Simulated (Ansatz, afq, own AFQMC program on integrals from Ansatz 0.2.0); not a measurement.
**CH$_{2}$N, quartet in cc-pVDZ, levels against CCSDT(Q)**

```xyz
4

N    -0.0315    0.0000    0.7755
C     0.0708    0.0000   -0.7036
H    -0.2030   -0.9302   -1.1965
H    -0.2030    0.9302   -1.1966
```

Connectivity, by distances: N–CH2.

Basis cc-pVDZ. Noble-gas cores (and the filled d shells of Ga–Kr and In–Xe) are frozen. AFQMC by an in-house program on the Cholesky factors that Ansatz 0.2.0 writes for its CCSD(T) run. ph-AFQMC/CISD is guided by a CISD state made of CCSD amplitudes; releasing the constraint for a short imaginary time cuts its bias at the price of noise, slowly where states lie close. ± is one standard error of the sampling.

Determinant: UHF, the one that the program's search chose, which needn't be the lowest solution. The geometry is a point of a scan.

No full CI on the walks' own integrals is used here; CCSDT(Q) serves as the reference and is uncertain by about the last step of the cluster series.

Cautions: lower spins were not checked.

```
T1 diagnostic                               : 0.0125
weight of the determinant in the CISD state : 0.909
⟨S²⟩ of the determinant                     : 3.767
size of the correlated space                : 11 electrons in 36 orbitals
```

```csv
level,correlation energy (eV)
MP2,-5.6243
CCSD,-6.5823
CCSD(T),-6.7198
```

Task: Estimate where phaseless AFQMC with the Hartree–Fock trial lies against CCSD(T) on the same integrals.

Result: 53.0 ± 48.8 meV above CCSD(T). The gap is under twice the noise, so this walk alone can't tell the two apart.

Reference: CCSDT(Q), correlation energy -6.750 eV. The released energy is read at 2.40 1/Eh (meV from the phaseless value at times in 1/Eh: -9 ± 11 at 0.24, 7 ± 9 at 0.51, -8 ± 11 at 0.99, -20 ± 11 at 1.62, -14 ± 16 at 2.40).

```csv
level,E − E(reference) (meV),share of correlation (%)
CCSD(T),29.9,99.56
CCSDT,8.2,99.88
ph-AFQMC/HF,82.9 ± 48.8,98.77
ph-AFQMC/CISD,-8.3 ± 8.4,100.12
released AFQMC,-22.7 ± 15.7,100.34
```

A walk keeps the symmetry of its determinant, which the program's search chose and which needn't be the lowest solution, so a lower state of the same spin and another symmetry isn't excluded. Released energies are given only where the last usable release times agree within the noise; a slower fall can still hide under it.
